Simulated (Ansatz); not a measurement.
# C3H4O2S: the cost of one run

The runs use Ansatz 0.2.0; RKS PBE0-D4/def2-SVP.

### Step 1. Where the work starts

10 atoms, charge 0, spin multiplicity 1.

Atoms are counted from 1 here; the program's logs count them from 0.

Bond lengths: C1–C2 1.349 Å, C1–H7 1.098 Å, C1–H8 1.096 Å, C2–O3 1.353 Å, C2–O4 1.372 Å, O3–H9 0.975 Å, O4–C5 1.359 Å, C5–S6 1.626 Å, C5–H10 1.107 Å. Angles: C2–C1–H7 120.9°, C2–C1–H8 119.4°, H7–C1–H8 119.7°, C1–C2–O3 127.6°, C1–C2–O4 119.1°, O3–C2–O4 113.3°, C2–O3–H9 108.3°, C2–O4–C5 122.6°, O4–C5–S6 122.0°, O4–C5–H10 113.5°, S6–C5–H10 124.5°.

Geometry (Å):

```
C    -0.4937   -1.6355    0.4524
C     0.0714   -0.4495    0.1458
O     1.3841   -0.1250    0.1877
O    -0.7305    0.5862   -0.2629
C    -0.2364    1.8091   -0.5897
S    -1.1998    3.0261   -1.0746
H     0.1205   -2.4836    0.7821
H    -1.5803   -1.7513    0.3703
H     1.8842   -0.9082    0.4834
H     0.8636    1.8806   -0.4914
```

### Step 2. Relaxation

Input file input.yaml:

```yaml
crystal:
  periodic: [false, false, false]
  atoms:
    - { symbol: C, position_ang: [-0.493702, -1.635523, 0.452412] }
    - { symbol: C, position_ang: [0.071428, -0.449453, 0.145782] }
    - { symbol: O, position_ang: [1.384112, -0.125048, 0.187657] }
    - { symbol: O, position_ang: [-0.730499, 0.586237, -0.262875] }
    - { symbol: C, position_ang: [-0.23635, 1.809054, -0.589705] }
    - { symbol: S, position_ang: [-1.199817, 3.0261, -1.074594] }
    - { symbol: H, position_ang: [0.120486, -2.483607, 0.782148] }
    - { symbol: H, position_ang: [-1.580313, -1.751298, 0.370266] }
    - { symbol: H, position_ang: [1.884181, -0.90821, 0.483414] }
    - { symbol: H, position_ang: [0.863573, 1.880649, -0.491406] }
basis:
  gaussian: { orbitals: def2-SVP }
hamiltonian:
  xc: pbe0
  dispersion: d4
output:
  forces: true
relax:
  f_tol: 0.003
  max_steps: 120
```

Started as:

```bash
ansatz run input.yaml --threads 1 --pin off --max-ram 2560MiB --backend cpu --events-out ev --progress --plain --runs-dir out
```

Q: Estimate wall time and peak memory on 1 thread of Arm Neoverse V1, shared host.

About 39 s, with a peak of 0.24 GiB.
